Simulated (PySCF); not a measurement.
Species: H3O4P.
SMILES with atom numbers: `[O:1]=[P:2]([OH:3])([OH:4])[OH:5]` (hydrogens: H6 on O3; H7 on O4; H8 on O5)

Structure used (PBE0-D3(BJ)/def2-SVP), in Å, numbered top down from 1:
```
atom  x, y, z in Å
O1     0.3732   -0.0320    1.6077
P2    -0.1128   -0.0413    0.2208
O3    -0.8219    1.2817   -0.3558
O4     1.0405   -0.2964   -0.8840
O5    -1.2420   -1.1318   -0.0799
H6    -0.3451    2.0844   -0.1095
H7     1.7903   -0.7452   -0.4717
H8    -1.5960   -1.0800   -0.9765
```

Computed with PySCF at CAM-B3LYP/def2-SVPD, non-relativistic, on one gas-phase PBE0-D3(BJ)/def2-SVP geometry that isn't relaxed in the solvent. The solvent is an IEF-PCM continuum (cavity from Bondi-type radii × 1.2), and excitations are vertical TDDFT with non-equilibrium linear response and a frozen core. Specific hydrogen bonds and non-electrostatic terms are outside this model.

Gas-phase singlets (H = HOMO, L = LUMO):

| state | E (eV) | λ (nm) | f | leading configuration |
| --- | --- | --- | --- | --- |
| S1 | 7.610 | 163 | 0.025 | H→L 92% |
| S2 | 7.790 | 159 | 0.019 | H-1→L 90% |
| S3 | 8.482 | 146 | 0.018 | H-2→L 83% |
| S4 | 8.885 | 140 | 0.016 | H→L+1 42% |
| S5 | 8.950 | 139 | 0.016 | H-1→L+2 33% |

Task: How does the list change in benzene (ε = 2.271)?

Result: 
```tsv
state	E (eV)	λ (nm)	f	leading configuration	change by rank (eV)
S1	7.853	158	0.036	H→L 91%	+0.243
S2	8.024	155	0.025	H-1→L 90%	+0.234
S3	8.616	144	0.032	H-2→L 86%	+0.134
S4	9.224	134	0.047	H→L+1 48%	+0.339
S5	9.258	134	0.038	H→L+2 34%	+0.308
```

Task: What are the lowest 5 singlets in acetonitrile (ε = 35.69)?

Result: 
```
state  E (eV)  λ (nm)      f  leading configuration  change by rank (eV)
   S1   8.090     153  0.038                H→L 91%               +0.480
   S2   8.245     150  0.023              H-1→L 90%               +0.455
   S3   8.755     142  0.040              H-2→L 88%               +0.273
   S4   9.481     131  0.072              H-3→L 22%               +0.596
   S5   9.556     130  0.099              H-3→L 20%               +0.606
```

Task: The ground-state energy changes by -0.657 eV from gas to acetonitrile. By how much does the total energy of gas-phase S1 change?

Result: E(S1) = E(S0) + excitation energy, so it changes by -0.657 + 0.480 = -0.177 eV: it is lowered less than the ground state, which is what a blue shift means. This is the vertical state, with the slow part of the continuum still set for S0.

Task: How do the frontier levels move from gas to acetonitrile?

Result: 
```json
{"orbital": "LUMO+2", "gas (eV)": "1.43", "solvent (eV)": "1.97", "change (eV)": "+0.54", "Löwdin shares, gas": "O4 36 %, H7 20 %, O5 14 %, O3 9 %", "Löwdin shares, solvent": "O5 32 %, O4 21 %, H8 14 %, O3 13 %"}
{"orbital": "LUMO+1", "gas (eV)": "1.37", "solvent (eV)": "1.96", "change (eV)": "+0.59", "Löwdin shares, gas": "O3 33 %, O5 18 %, H6 18 %, H8 12 %", "Löwdin shares, solvent": "O3 33 %, O4 23 %, H6 14 %, O1 12 %"}
{"orbital": "LUMO", "gas (eV)": "0.29", "solvent (eV)": "0.68", "change (eV)": "+0.39", "Löwdin shares, gas": "P2 20 %, O3 17 %, O4 15 %, O5 15 %", "Löwdin shares, solvent": "P2 24 %, O3 16 %, O4 16 %, O5 14 %"}
{"orbital": "HOMO", "gas (eV)": "-10.47", "solvent (eV)": "-10.68", "change (eV)": "-0.21", "Löwdin shares, gas": "O1 70 %, O4 12 %, P2 8 %, O3 6 %", "Löwdin shares, solvent": "O1 66 %, O4 13 %, O3 8 %, P2 7 %"}
{"orbital": "HOMO-1", "gas (eV)": "-10.66", "solvent (eV)": "-10.86", "change (eV)": "-0.20", "Löwdin shares, gas": "O1 71 %, P2 10 %, O3 7 %, O4 7 %", "Löwdin shares, solvent": "O1 60 %, O4 14 %, O3 10 %, P2 8 %"}
{"orbital": "HOMO-2", "gas (eV)": "-11.63", "solvent (eV)": "-11.43", "change (eV)": "+0.20", "Löwdin shares, gas": "O5 35 %, O4 33 %, O3 20 %, O1 5 %", "Löwdin shares, solvent": "O5 30 %, O4 27 %, O3 20 %, O1 14 %"}
{"orbital": "HOMO-3", "gas (eV)": "-12.44", "solvent (eV)": "-12.41", "change (eV)": "+0.03", "Löwdin shares, gas": "O1 40 %, O3 24 %, O4 14 %, P2 10 %", "Löwdin shares, solvent": "O3 42 %, O1 18 %, O4 17 %, O5 10 %"}
```

The HOMO–LUMO gap goes from 10.76 to 11.36 eV. Rows go by rank; for HOMO-3, LUMO+1 and LUMO+2 the atom shares or the degeneracy differ between the runs, so the row needn't follow one orbital.
